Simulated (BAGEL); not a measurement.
# UHF/6-31G(d) (density fitting with qzvpp-jkfit, spherical functions) run of SiHF2 (SMILES F[SiH]F)

What is the vertical ionisation energy of SiHF2 at UHF/6-31G* (density fitting with qzvpp-jkfit, spherical functions)? 

The calculation is run with BAGEL 1.2.2.

1 further run of the same task is left out (it didn't finish).

## (1) The molecule

SiHF2: 4 atoms, total charge 0, spin state doublet. SMILES: `F[SiH]F`. The coordinates come from a GFN2-xTB relaxation.

Bond lengths: F1–Si2 1.606 Å, Si2–F3 1.606 Å, Si2–H4 1.439 Å. Angles: F1–Si2–F3 100.4°, F1–Si2–H4 108.7°, F3–Si2–H4 108.6°.

## (2) The energy at UHF/6-31G(d) (density fitting with qzvpp-jkfit, spherical functions)

Contents of input.json:

```json
{ "bagel" : [

{
  "title" : "molecule",
  "basis" : "6-31gs.json",
  "df_basis" : "qzvpp-jkfit",
  "angstrom" : true,
  "geometry" : [
    { "atom" : "F", "xyz" : [       1.226950,       0.652980,      -0.410280 ] },
    { "atom" : "Si", "xyz" : [      -0.028060,      -0.342890,      -0.301090 ] },
    { "atom" : "F", "xyz" : [      -1.234200,       0.716240,      -0.252780 ] },
    { "atom" : "H", "xyz" : [       0.035310,      -1.026330,       0.964150 ] }
  ]
},

{ "title" : "uhf", "nopen" : 1 },

{ "title" : "print", "file" : "orbitals.molden", "orbitals" : true }

]}
```

The basis set 6-31G* is read from a file made from the Basis Set Exchange's data (not shown).

Run with:

```sh
$ BAGEL_NUM_THREADS=1 BAGEL input.json > input.out
```

What it wrote:

```text
* using 1 threads per process

  ===============================================================
  ===============================================================

  *** Geometry ***

  { "atom" : "F", "xyz" : [      2.318599,      1.233953,     -0.775317 ] },
  { "atom" : "Si", "xyz" : [     -0.053026,     -0.647968,     -0.568978 ] },
  { "atom" : "F", "xyz" : [     -2.332300,      1.353497,     -0.477685 ] },
  { "atom" : "H", "xyz" : [      0.066726,     -1.939483,      1.821979 ] },

  Number of auxiliary basis functions:      300

  Since a DF basis is specified, we compute 2- and 3-index integrals:
    o Being stored without compression. Storage requirement is 0.006 GB

  Number of basis functions:       48
  Number of electrons      :       33

    * METHOD: MOLECULE                             0.06

  *** Open-shell HF ***

  === Nuclear Repulsion ===
   109.4101230507

      * DIIS with orbital gradients will be used.

  === UHF iteration (6-31gs.json) ===
      0       -488.22205924          0.06636922           0.02
      1       -488.36122427          0.04379327           0.02
      2       -488.41306421          0.02659213           0.02
      3       -488.44365386          0.00120878           0.02
      4       -488.44404808          0.00035765           0.02
      5       -488.44409296          0.00013865           0.02
      6       -488.44410493          0.00002880           0.02
      7       -488.44410624          0.00001068           0.02
      8       -488.44410653          0.00000238           0.02
      9       -488.44410654          0.00000089           0.02
     10       -488.44410654          0.00000038           0.02
     11       -488.44410654          0.00000014           0.02
     12       -488.44410654          0.00000004           0.02
     13       -488.44410654          0.00000001           0.02
     14       -488.44410654          0.00000001           0.02
    * SCF iteration converged.

    * S^2 (UHF) is 0.7532

    * Permanent dipole moment:
           (    0.028116,     0.941440,     0.062688) a.u.

    * METHOD: UHF                                  0.39

    * METHOD: PRINT                                0.00

  ===============================================================
```

It took 0.6 s on 1 thread of Arm Neoverse V2, shared host.

## (3) The singlet cation at the same level

Contents of input.json:

```json
{ "bagel": [

{
  "title": "molecule",
  "basis": "6-31gs.json",
  "df_basis": "qzvpp-jkfit",
  "angstrom": true,
  "geometry": [
    { "atom": "F", "xyz": [    1.226950,    0.652980,   -0.410280 ] },
    { "atom": "Si", "xyz": [   -0.028060,   -0.342890,   -0.301090 ] },
    { "atom": "F", "xyz": [   -1.234200,    0.716240,   -0.252780 ] },
    { "atom": "H", "xyz": [    0.035310,   -1.026330,    0.964150 ] }
  ]
},
{ "title": "hf", "charge": 1 },
{ "title": "print", "file": "orbitals.molden", "orbitals": true }

]}
```

The basis set 6-31G* is read from a file made from the Basis Set Exchange's data (not shown).

Run with:

```sh
$ BAGEL_NUM_THREADS=1 BAGEL input.json > input.out
```

What it wrote:

```text
* using 1 threads per process

  ===============================================================
  ===============================================================

  *** Geometry ***

  { "atom" : "F", "xyz" : [      2.318599,      1.233953,     -0.775317 ] },
  { "atom" : "Si", "xyz" : [     -0.053026,     -0.647968,     -0.568978 ] },
  { "atom" : "F", "xyz" : [     -2.332300,      1.353497,     -0.477685 ] },
  { "atom" : "H", "xyz" : [      0.066726,     -1.939483,      1.821979 ] },

  Number of auxiliary basis functions:      300

  Since a DF basis is specified, we compute 2- and 3-index integrals:
    o Being stored without compression. Storage requirement is 0.006 GB

  Number of basis functions:       48
  Number of electrons      :       33

    * METHOD: MOLECULE                             0.06

  *** RHF ***

  === Nuclear Repulsion ===
   109.4101230507

      * DIIS with orbital gradients will be used.

  === RHF iteration (6-31gs.json) ===
      0       -487.83965410          0.03688803           0.01
      1       -487.97854221          0.02611964           0.01
      2       -488.08445763          0.00174539           0.01
      3       -488.08531366          0.00035365           0.01
      4       -488.08536786          0.00010426           0.01
      5       -488.08537426          0.00002623           0.01
      6       -488.08537466          0.00000732           0.01
      7       -488.08537469          0.00000128           0.01
      8       -488.08537469          0.00000043           0.01
      9       -488.08537469          0.00000022           0.01
     10       -488.08537469          0.00000006           0.01
     11       -488.08537469          0.00000003           0.01
     12       -488.08537469          0.00000001           0.01
    * SCF iteration converged.

    * Permanent dipole moment:
           (    0.080422,     2.310236,     0.330403) a.u.

    * METHOD: HF                                   0.19

    * METHOD: PRINT                                0.00

  ===============================================================
```

It took 0.4 s on 1 thread of Arm Neoverse V2, shared host.

## (4) Summary of results

At UHF/6-31G* (density fitting with qzvpp-jkfit, spherical functions):

| quantity | value |
| --- | --- |
| doublet SiHF2: total energy | -488.44411 Eh |
| doublet SiHF2: dipole moment | 2.40 D |
| doublet SiHF2: ⟨S²⟩ | 0.753 |
| singlet cation: total energy | -488.08537 Eh |
| singlet cation: HOMO energy | -23.23 eV |
| singlet cation: LUMO energy | -9.05 eV |
| singlet cation: HOMO–LUMO gap | 14.18 eV |
| vertical ionisation energy (to the singlet cation) | 9.762 eV |

**Reading.** The vertical ionisation energy comes to 9.76 eV (942 kJ/mol). Only the singlet of the ionised species was computed; a triplet could lie lower.
